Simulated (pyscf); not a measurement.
H₂N–SiH₃ (SMILES N[SiH3]) + H₃Si–Cl (SMILES [SiH3]Cl) -> H₂N–SiH₂–Cl (SMILES N[SiH2]Cl) + SiH₄ (SMILES [SiH4]), a four-centre exchange (singlet surface; H–Si, Cl–Si broken, Cl–Si, H–Si formed). Optimised with ωB97X-D3(BJ)/def2-SVP in PySCF. Energies in eV from the separated reactants.

Small-basis levels: PySCF, no dispersion term, spherical d functions. AM1 to PM7: differences of heats of formation from MOPAC. GFN2-xTB: tblite. Cost: rough CPU time at the saddle relative to B3LYP/6-31G*, from one job on a shared machine.

```json
[
 {"level": "HF/STO-3G", "barrier": "3.58", "reaction energy": "-0.28", "cost": "0.04"},
 {"level": "SVWN5/6-31G*", "barrier": "0.97", "reaction energy": "-0.37", "cost": "1"},
 {"level": "BP86/6-31G*", "barrier": "?", "reaction energy": "-0.32", "cost": "2"},
 {"level": "PBE/6-31G*", "barrier": "1.42", "reaction energy": "-0.32", "cost": "2"},
 {"level": "B3LYP/STO-3G", "barrier": "2.38", "reaction energy": "-0.38", "cost": "0.6"},
 {"level": "B3LYP/LANL2DZ", "barrier": "2.10", "reaction energy": "-0.39", "cost": "0.6"},
 {"level": "B3LYP/6-31G*", "barrier": "1.83", "reaction energy": "-0.30", "cost": "1"},
 {"level": "B3LYP/6-311+G**", "barrier": "?", "reaction energy": "-0.27", "cost": "1"},
 {"level": "GFN2-xTB", "barrier": "1.64", "reaction energy": "+0.02", "cost": "under 0.02"},
 {"level": "PM3", "barrier": "1.46", "reaction energy": "-0.25", "cost": "under 0.02"},
 {"level": "PM6", "barrier": "0.51", "reaction energy": "-0.32", "cost": "under 0.02"},
 {"level": "PM7", "barrier": "2.25", "reaction energy": "-0.08", "cost": "under 0.02"},
 {"level": "ωB97M-D3(BJ)/def2-TZVP", "barrier": "?", "reaction energy": "-0.26", "cost": "–"}
]
```

Question: What belongs in the gaps?

Answer: 
- BP86/6-31G*, barrier: 1.54
- B3LYP/6-311+G**, barrier: 1.89
- ωB97M-D3(BJ)/def2-TZVP, barrier: 1.57

Against the last row the barrier runs from -1.07 (PM6) to +2.01 eV (HF/STO-3G). ωB97M-D3(BJ)/def2-TZVP has limits of its own. One saddle was located; it need not be the lowest between these sides.
